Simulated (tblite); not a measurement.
Compound: C4H6NS (doublet state).
SMILES: `[H]/N=C1/CC[C@H]1[S]`

Level: GFN2-xTB in tblite, geometry and Hessian alike; calculated harmonic values, unscaled, isolated species. The method is semi-empirical: single wavenumbers can be off by several per cent or more. Open shells enter through the occupations alone, without spin polarisation, and single modes of such species can be off by tens of per cent.

Harmonic wavenumbers (cm⁻¹): 59.2, 164.8, 288.2, 401.0, 467.5, 605.3, 710.6, 754.7, 836.2, 894.0, 972.8, 987.9, 1005.3, 1023.8, 1062.8, 1075.4, 1156.1, 1170.8, 1182.6, 1220.4, 1242.2, 1420.7, 1464.8, 1821.9, 2936.3, 3000.8, 3013.6, 3022.9, 3033.7, 3367.2.

A = 4538, B = 2545, C = 1779 MHz; mass 100.022 u (most abundant isotopes); point group C1, symmetry number 1; spin multiplicity 2.

Question: What is the zero-point energy?

Answer: ½Σν̃ = 20182 cm⁻¹ = 57.70 kcal/mol.

Question: What is S at 350 K and 1 bar for an ideal gas of classical rigid rotors and harmonic oscillators?

Answer: Translation 40.54, rotation 27.63, vibration 14.98, spin (R ln 2) 1.38: S = 84.5 cal/(mol K).

Question: And Cp and H(350 K) − H(0)?

Answer: Cp = 26.88 cal/(mol K), of which vibrations give 18.93 (their classical limit is 30 R = 59.6); H(350 K) − H(0) = 5.69 kcal/mol without the zero-point energy, 2.91 from vibrations.

Question: How do the functions run with temperature in this model?

Answer: 
| T (K) | S (cal/(mol K)) | Cp (cal/(mol K)) | H − H(0) (kcal/mol) | G − H(0) (kcal/mol) | ln q(vib) |
| --- | --- | --- | --- | --- | --- |
| 100 | 62.9 | 12.0 | 0.99 | -5.30 | 0.67 |
| 200 | 72.6 | 16.9 | 2.42 | -12.10 | 1.68 |
| 300 | 80.7 | 23.5 | 4.43 | -19.77 | 2.78 |
| 500 | 95.7 | 35.7 | 10.41 | -37.42 | 5.24 |
| 800 | 115.1 | 46.8 | 22.95 | -69.13 | 9.18 |
| 1000 | 126.1 | 51.4 | 32.79 | -93.27 | 11.74 |

q(vib) and H(0) count from the zero-point level.

Question: What must be added to the electronic energy to get the Gibbs energy at 350 K and 1 bar?

Answer: ZPE + [H(350 K) − H(0)] − T·S = 57.70 + 5.69 − 29.59 = 33.80 kcal/mol.

Question: Blend soft modes into free rotors: weight 1/[1 + (100 cm⁻¹/ν̃)⁴] for the oscillator and the rest for a rotor with moment μB/(μ + B), μ = h/(8π²ν), B = 10⁻⁴⁴ kg m². What vibrational entropy results?

Answer: 13.83 cal/(mol K) in place of 14.98, which changes −T·S at 350 K by +0.40 kcal/mol.

Hindered rotation and anharmonicity are outside this model. The structure is chiral; the term R ln 2 for an equal mix with its mirror image is left out.
